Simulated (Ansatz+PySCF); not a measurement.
Results of a calculation; reference values are marked as such.
This PySCF input gave a total energy of -76.73561 hartree.

```python
from pyscf import gto, scf

mol = gto.M(atom="""
C 0.000000 0.000000 -0.555930
C 0.000000 0.000000 0.555930
H 0.000000 0.000000 -1.544910
H 0.000000 0.000000 1.544910
""", basis='def2-svp', charge=0, spin=0)
mf = scf.UHF(mol)
mf.init_guess = 'huckel'
mf.kernel()
while True:  # follow internal instabilities
    mo, _, stable, _ = mf.stability(return_status=True)
    if stable: break
    mf.kernel(mf.make_rdm1(mo, mf.mo_occ))
print(mf.converged, mf.e_tot, mf.spin_square()[0])
```

Question: Write an input for Ansatz with the same method and basis set.

Answer:

```yaml
crystal:
  periodic: [false, false, false]
  atoms:
    - { symbol: C, position_ang: [0.0, 0.0, -0.55593] }
    - { symbol: C, position_ang: [0.0, 0.0, 0.55593] }
    - { symbol: H, position_ang: [0.0, 0.0, -1.54491] }
    - { symbol: H, position_ang: [0.0, 0.0, 1.54491] }
basis:
  gaussian: { orbitals: def2-SVP }
magnetization:
  spin_polarized: true
hamiltonian:
  xc: hf
```

Ansatz (development build ahead of 0.2.0) gave -76.73561 hartree, 0.05 meV from the first.
